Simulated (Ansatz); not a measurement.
**Relaxing Hf2Nb**

Computed with Ansatz 0.2.0, DFT PBE, scalar-relativistic, plane waves, PAW. Cutoff 420 eV, Γ-centred k mesh, Gaussian smearing, no spin polarisation in the final step.

Hf2Nb was placed on the cubic Laves (C15) structure type (Fd-3m, No. 227), with Nb in place of Mg, Hf in place of Cu, at a guessed volume.

```
Hf Nb
1.0
     0.00000    3.81378    3.81378
     3.81378    0.00000    3.81378
     3.81378    3.81378    0.00000
Hf Nb
4 2
Direct
  0.62500 0.62500 0.62500
  0.12500 0.62500 0.62500
  0.62500 0.62500 0.12500
  0.62500 0.12500 0.62500
  0.00000 0.00000 0.00000
  0.25000 0.25000 0.25000
```

Cell and atoms relax at zero pressure; the relaxation can't lower the symmetry of the start. After a coarse first stage the cell is made exact in the group found at 0.06 Å.

The zero of energy is the elements' standard structures at the same level; no fitted shifts are applied.

Task: Which crystal results?

Result: It keeps Fd-3m (No. 227). The result has the cubic Laves (C15) structure. Conventional cell: a = 8.004 Å. Hf is coordinated by 6 Hf at 2.83 Å and 6 Nb at 3.32 Å; around Nb lie 12 Hf at 3.32 Å and 4 Nb at 3.47 Å.

```xyz
6
Lattice="0.0000 4.0022 4.0022 4.0022 0.0000 4.0022 4.0022 4.0022 0.0000" Properties=species:S:1:pos:R:3 pbc="T T T"
Hf    5.0028    5.0028    5.0028
Hf    5.0028    3.0017    3.0017
Hf    3.0017    3.0017    5.0028
Hf    3.0017    5.0028    3.0017
Nb    0.0000    0.0000    0.0000
Nb    2.0011    2.0011    2.0011
```

Task: What are its volume, energy, density and gap?

Result: The volume per atom is 21.37 Å³. The density is 11.65 g/cm³, the energy over the elements is 0.53 eV/atom and the gap on the 8×8×8 mesh is 0 eV (a metal).

The final run used a 8×8×8 mesh on its 6-atom cell and 0.10 eV smearing. For metals, differences of a few meV/atom aren't resolved. Spin–orbit coupling is left out. Symmetry constrained the relaxation, so the result can be a saddle point.

Cost: 3 runs of about 0.78 core-minutes in all, on Intel Xeon 6975P-C (Granite Rapids) (shared hosts).